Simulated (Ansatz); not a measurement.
**AlBH₄: vertical ionisation energy**

How much energy removes an electron from AlBH₄ at fixed geometry? The cation is run at each level and the neutral's energy taken from earlier runs.

Computed with Ansatz 0.2.0, Gaussian basis. Level: unrestricted cation, the program's frozen cores in correlated methods.

The runs, in order: UKS PBE-D4/def2-TZVPP; UKS r2SCAN-D4/def2-TZVPP; UKS PBE0-D4/def2-TZVPP; UKS B3LYP-D4/def2-TZVPP; UKS wB97X-V/def2-TZVPP; UKS wB97M-V/def2-TZVPP; UKS B2PLYP/def2-TZVPP; UHF-CCSD(T)/def2-TZVPP; UHF-MP2/def2-QZVPP; extrapolation to the limit; then −ε(HOMO) from the neutral's earlier runs with LDA (SPW92), PBE-D4, revPBE-D4, BLYP-D4, r2SCAN-D4, B97M-V, PBE0-D4, B3LYP-D4, r2SCANh-D4, r2SCAN0-D4, HSE06-D4, BHLYP-D4, CAM-B3LYP-D4, LC-ωPBE, ωB97X-V, ωB97M-V.

1 further run of the same task is left out (it didn't finish).

### Step 1. The relaxed structure

All runs share one geometry, relaxed beforehand with PBE0-D4 in a triple-zeta def2 set.

SMILES `[BH2][AlH2]`, 6 atoms, charge 0, spin multiplicity 1.

Atoms are counted from 1 here; the program's logs count them from 0.

Bond lengths: B1–Al2 2.115 Å, B1–H3 1.201 Å, B1–H4 1.201 Å, Al2–H5 1.594 Å, Al2–H6 1.594 Å. Angles: Al2–B1–H3 122.9°, Al2–B1–H4 122.9°, H3–B1–H4 114.2°, B1–Al2–H5 121.0°, B1–Al2–H6 121.0°, H5–Al2–H6 118.0°.

As a file:

| atom | x (Å) | y (Å) | z (Å) |
| --- | --- | --- | --- |
| B1 | -0.02030 | -1.12337 | 0.03342 |
| Al2 | 0.03149 | 0.98943 | -0.04466 |
| H3 | -0.97430 | -1.76509 | -0.31205 |
| H4 | 0.90183 | -1.78373 | 0.42699 |
| H5 | 0.54934 | 1.75014 | -1.34588 |
| H6 | -0.44606 | 1.86852 | 1.19598 |

### Step 2. Cation, UKS PBE-D4/def2-TZVPP

File in.yaml:

```yaml
crystal:
  periodic: [false, false, false]
  atoms:
    - {symbol: B, position_ang: [-0.020302, -1.123373, 0.033417]}
    - {symbol: Al, position_ang: [0.031490, 0.989427, -0.044656]}
    - {symbol: H, position_ang: [-0.974295, -1.765091, -0.312050]}
    - {symbol: H, position_ang: [0.901828, -1.783729, 0.426988]}
    - {symbol: H, position_ang: [0.549343, 1.750140, -1.345877]}
    - {symbol: H, position_ang: [-0.446065, 1.868524, 1.195978]}
basis:
  gaussian: {orbitals: def2-TZVPP}
total_charge: 1
magnetization: {spin_polarized: true, initial_magnetization: 1}
hamiltonian: {xc: pbe, dispersion: d4}
```

Run with:

```bash
$ ansatz run in.yaml --threads 2 --pin off --events-out ev --progress --plain --max-ram 4352MiB
```

Further steps of the session: Cation, UKS r2SCAN-D4/def2-TZVPP; Cation, UKS PBE0-D4/def2-TZVPP; Cation, UKS B3LYP-D4/def2-TZVPP; Cation, UKS wB97X-V/def2-TZVPP; Cation, UKS wB97M-V/def2-TZVPP; Cation, UKS B2PLYP (frozen core)/def2-TZVPP; Cation, UHF-CCSD(T)/def2-TZVPP; Cation, UHF-MP2/def2-QZVPP.

Q: Predict the results of all the runs planned. Wanted: ionisation energy, CCSD(T)/CBS; nearest functional by difference; nearest −ε(HOMO); −ε(HOMO) of PBE; T1 of the cation.

The runs gave:

```
                        quantity               value
  ionisation energy, CCSD(T)/CBS            10.05 eV
nearest functional by difference  ωB97M-V (-0.09 eV)
                nearest −ε(HOMO)  ωB97X-V (-0.17 eV)
                 −ε(HOMO) of PBE             6.36 eV
                T1 of the cation               0.022
```

What this shows: Energy differences with functionals land within 0.41 eV of the reference. −ε(HOMO) of PBE misses by 3.7 eV, since self-interaction lifts the level. Among orbital estimates ωB97X-V comes nearest. Hartree-Fock falls 0.96 eV short, as the neutral has more correlation energy than the cation. The cation may have settled in a state other than its lowest; no search over hole states beyond the program's own was made.
